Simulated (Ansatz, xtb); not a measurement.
**Ranking isomers of H3OSi2+**

7 gas-phase structures of H3OSi2+, found in a search over its isomers (lower ones may exist). Each was relaxed with GFN2-xTB:

A. a singlet given by its coordinates
B. `O=[SiH][SiH2+]`, a singlet
C. `O=[Si+][SiH3]`, a singlet
D. `[Si]=[O+][SiH3]`, a singlet
E. `[SiH]O[SiH2+]`, a singlet
F. the triplet with the links of `[SiH]O[SiH2+]`
G. a singlet given by its coordinates

G (Å):

| atom | x (Å) | y (Å) | z (Å) |
| --- | --- | --- | --- |
| O | -0.0812 | -0.5512 | -1.6555 |
| Si | 0.9881 | -0.0940 | -0.5646 |
| Si | -0.3467 | -0.8671 | 1.1478 |
| H | -0.5971 | 0.4789 | 1.7666 |
| H | 2.0878 | 0.5830 | -1.2749 |
| H | -0.1321 | -0.4474 | -2.6059 |

Close contacts (Å): O1–Si2 1.59, Si2–Si3 2.30, O1–H6 0.96, Si2–H5 1.47, Si3–H4 1.50.

A (Å):

```xyz
6

O    -1.7226    1.3215    1.5938
Si   -0.7749    1.6179    0.3416
Si    0.7146   -0.1555    0.4856
H    -2.5288    1.6921    1.9510
H     0.5811   -0.6543   -0.8962
H     1.5816   -1.1942    1.0915
```

Close contacts (Å): O1–Si2 1.60, Si2–Si3 2.32, O1–H4 0.96, Si3–H5 1.48, Si3–H6 1.48.

Question: Make a reasoned guess at their ranking by r2SCAN-D4/def2-SVP single-point energy.

Answer: Calculated order at r2SCAN-D4/def2-SVP: D (0.000), E (1.622), C (2.426), F (2.505), G (2.630), A (2.969), B (3.633) eV.

Energies above the lowest of each column, in eV; the last columns are at r2SCAN-D4/def2-TZVP geometries and were run for some of them only (a dash: not run or not comparable):

| structure | GFN2-xTB | HF/STO-3G | r2SCAN-D4/def2-SVP | r2SCAN-D4/def2-TZVP | CCSD(T)/def2-TZVPP |
| --- | --- | --- | --- | --- | --- |
| D | 0.000 | 0.000 | 0.000 | 0.000 | 0.000 |
| E | 0.706 | 2.582 | 1.622 | 1.643 | 1.755 |
| C | 1.219 | 3.340 | 2.426 | 2.410 | 2.647 |
| F | – | 3.834 | 2.505 | – | – |
| G | 1.598 | 3.694 | 2.630 | – | – |
| A | 1.660 | 3.624 | 2.969 | – | – |
| B | 1.557 | 5.309 | 3.633 | – | – |

Every level run on D puts it lowest or level with the lowest. Some further structures that were screened fall inside this span and aren't listed. Flexible structures stand in one conformer each, not always the lowest. Frequencies (r2SCAN-D4/def2-TZVP) were run for C, D, E alone. GFN2-xTB has no spin polarisation and isn't compared across spin states. Open shells are spin-unrestricted, some with notable spin contamination. Large T1 diagnostics make some coupled-cluster values less sure.

Over these structures GFN2-xTB departs from r2SCAN-D4/def2-SVP by 0.440 eV on average once a common shift is removed. A GFN2-xTB relaxation took about 0.15 s and the r2SCAN-D4/def2-SVP energy about 1 s on a shared host (Ansatz 0.2.0, xtb 6.7.1).
